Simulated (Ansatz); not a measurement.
**SiH3 (silyl radical) at UB2PLYP/6-31G(d) (spherical functions)**

Aim: the energy change on altering one bond length of SiH3 (silyl radical) at UB2PLYP/6-31G* (spherical functions), from 2 runs. 

The calculation is run with Ansatz 0.2.0.

61 further runs of the same task are left out: 61 set aside as unsound or not needed.

## (1) Starting point

SiH3: 4 atoms, total charge 0, spin state doublet. As SMILES, `[SiH3]`. The coordinates come from a GFN2-xTB relaxation.

Bond lengths: Si1–H2 1.449 Å, Si1–H3 1.449 Å, Si1–H4 1.448 Å. Angles: H2–Si1–H3 115.4°, H2–Si1–H4 115.4°, H3–Si1–H4 115.3°.

## (2) The energy at UB2PLYP/6-31G(d) (spherical functions)

File input.yaml:

```yaml
crystal:
  periodic: [false, false, false]
  atoms:
    - {symbol: Si, position_ang: [0.206560, -0.018900, -0.115090]}
    - {symbol: H, position_ang: [0.587110, 0.661780, 1.105640]}
    - {symbol: H, position_ang: [-0.194960, -1.401590, 0.043390]}
    - {symbol: H, position_ang: [-0.598710, 0.758710, -1.033940]}
basis:
  gaussian: {orbitals: 6-31G_st_-spherical.json}
magnetization: {spin_polarized: true, initial_magnetization: 1}
hamiltonian: {xc: {name: B2PLYP}}
correlation: {frozen_orbitals: {H: 0, Si: 5}}
accuracy: high
```

The basis set 6-31G* is read from a file made from the Basis Set Exchange's data (not shown).

Run with:

```bash
$ ansatz run input.yaml --threads 1 --pin off --max-ram 2610MiB --events-out events.jsonl --progress --plain --runs-dir runs
```

What it wrote:

```text
Warning: RAYON_NUM_THREADS=1 ignored (pool sized by the plan → 1); use --threads N
Functional definition: B2PLYP
  name "B2PLYP"
  parameter a = 0.53
  parameter c = 0.27
  exchange = (1 - a)*b88_x + a*exact_x
  correlation = (1 - c)*lyp_c + c*(mp2_os + mp2_ss)
451 factors; integrals over basis functions are off by at most 3.5e-9 eV
mean field evaluation 1: about -7919.3261 eV, gradient 3.6e0 eV
mean field evaluation 2: about -7919.3594 eV, gradient 3.6e0 eV
mean field evaluation 4: about -7919.5033 eV, gradient 2.6e-1 eV
mean field evaluation 8: about -7919.5045 eV, gradient 5.8e-3 eV
mean field evaluation 16: about -7919.5045 eV, gradient 3.6e-6 eV
mean field -7919.50446941 eV, -291.0364212179 hartree, gradient 1.5e-8 eV, S^2 0.753118; 0 other end points of the search recorded, 0 dependent functions left out
5 core orbitals not correlated: weight in the atoms' cores, before any rotation towards them, 1.000 or more for the frozen orbitals, at most 0.000 for the correlated occupied ones
reference -7919.50448928 eV, -291.0364219480 hartree; 4, 3 occupied and 15, 16 virtual orbitals, 451 factors
second order -2.35835797 eV of doubles, -0.00000000 eV of singles
Total energy: -7920.14124593 eV, -291.0598223234 hartree
```

Run time: 1.6 s. Hardware: 1 thread of Arm Neoverse V2, shared host; peak memory 0.11 GiB.

## (3) The distorted shape at the same level

File job.yaml:

```yaml
crystal:
  periodic: [false, false, false]
  atoms:
    - {symbol: Si, position_ang: [0.111422, -0.189070, -0.420273]}
    - {symbol: H, position_ang: [0.587110, 0.661780, 1.105640]}
    - {symbol: H, position_ang: [-0.290098, -1.571760, -0.261793]}
    - {symbol: H, position_ang: [-0.693848, 0.588540, -1.339123]}
basis:
  gaussian:
    orbitals: 6-31G_st_-spherical.json
correlation:
  frozen_orbitals: {H: 0, Si: 5}
accuracy: high
magnetization:
  spin_polarized: true
  initial_magnetization: 1
hamiltonian:
  xc: {name: B2PLYP}
```

The basis set 6-31G* is read from a file made from the Basis Set Exchange's data (not shown).

Run with:

```bash
$ ansatz run job.yaml --threads 1 --pin off --max-ram 2610MiB --events-out events.jsonl --progress --plain --runs-dir runs
```

What it wrote, shortened:

```text
Warning: RAYON_NUM_THREADS=1 ignored (pool sized by the plan → 1); use --threads N
[... 2 set-up lines as earlier in the session ...]
[...]
450 factors; integrals over basis functions are off by at most 5.1e-9 eV
[...]
mean field -7918.82096407 eV, -291.0113028600 hartree, gradient 7.8e-8 eV, S^2 0.753052; 0 other end points of the search recorded, 0 dependent functions left out
5 core orbitals not correlated: weight in the atoms' cores, before any rotation towards them, 1.000 or more for the frozen orbitals, at most 0.000 for the correlated occupied ones
reference -7918.82098425 eV, -291.0113036016 hartree; 4, 3 occupied and 15, 16 virtual orbitals, 450 factors
second order -2.48007396 eV of doubles, -0.00000000 eV of singles
Total energy: -7919.49060422 eV, -291.0359116816 hartree
```

Run time: 1.5 s. Hardware: 1 thread of Arm Neoverse V2, shared host; peak memory 0.11 GiB.

## (4) Outcome

Level: UB2PLYP/6-31G* (spherical functions), 5 core orbitals frozen.

```
                                                          quantity          value
                                         first shape: total energy  -291.05982 Eh
                                                 first shape: ⟨S²⟩          0.753
                                     distorted shape: total energy  -291.03591 Eh
                                             distorted shape: ⟨S²⟩          0.753
energy change with the Si1–H2 bond stretched from 1.449 to 1.811 Å       0.651 eV
```

**Reading.** With the Si1–H2 bond stretched from 1.449 to 1.811 Å the energy rises by 0.65 eV (15.0 kcal/mol). The first shape isn't relaxed at this level, so the change isn't measured from a minimum.
